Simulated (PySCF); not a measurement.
**Dipole moment and polarisability of `O=NOO`**

Compound: HNO3.
Structure used (PBE0-D3(BJ)/def2-SVP), in Å, numbered top down from 1:
```xyz
5
HNO3 angstrom
O      1.9390   -0.1903   -0.4548
N      0.8680    0.2492   -0.5488
O     -0.0360   -0.5364    0.2114
O     -1.3114   -0.0232   -0.0050
H     -1.4595    0.5008    0.7972
```

Level: CAM-B3LYP/def2-SVPD (PySCF), static field, nuclei fixed, core orbitals frozen in the response. The polarisability tensor in these axes (au):

```
x   38.83 -1.16 -4.69
y   -1.16 19.98 -0.81
z   -4.69 -0.81 20.19
```

What are the eigenvalues, a third of the trace, and Δα (Δα² = ½Σ(αi − αj)² over the three pairs)?

Principal values 18.36, 20.65 and 39.98 au; mean 26.33 au = 3.90 Å³ = 4.34 × 10⁻⁴⁰ C²·m²/J; Δα = 20.57 au (78 % of the mean).

What is the dipole moment, and where does it point?

(-0.95, 1.15, 1.36) D, 2.01 D in size, pointing from the negative to the positive side. Measured along this direction, the outermost atoms are O1 at the negative end and H5 at the positive end.

Give the principal axes and the span of the nuclei along them.

Largest value along (0.97, -0.05, -0.23), where the nuclei span 3.62 Å; middle along (-0.09, 0.83, -0.55), 0.99 Å; least along (0.22, 0.56, 0.80), 0.90 Å. 

Molar refractivity from α?

Lorentz–Lorenz: R = (4π/3)N_A α = 2.5225 cm³/(mol·Å³) × 3.90 Å³ = 9.8 cm³/mol, in the limit of long wavelengths.

Find the Langevin capture rate constant for H3+ (3.023 u) meeting this molecule (62.996 u), k = 2.342 × 10⁻⁹ cm³/s × √(α in Å³ / reduced mass in u).

The reduced mass is 2.89 u, so k = 2.72 × 10⁻⁹ cm³/s. The formula leaves out the permanent dipole, which adds to the capture rate.

Refractivity n − 1 of an ideal gas of it at 273.15 K and 1 atm, from the electronic α?

N = p/kT = 2.6868 × 10¹⁹ cm⁻³, so n − 1 = 2π × N × 3.90 × 10⁻²⁴ cm³ = 659 × 10⁻⁶ at long wavelengths.

In a dilute gas of rigid molecules at 500 K, how does the orientational term μ²/3kT compare with the electronic polarisability?

In Gaussian units μ²/3kT = 19.55 Å³ against 3.90 Å³, a ratio of 5.01; the Debye molar polarisation (4π/3)N_A(α + μ²/3kT) is 59.1 cm³/mol, leaving out the vibrational part.

Geometry: PBE0-D3(BJ)/def2-SVP, one conformer, isolated molecule.

These values come from a run that also computed excited states and ΔSCF ions. Time: 10 s wall. Hardware: x86-64 server, one thread, shared host.
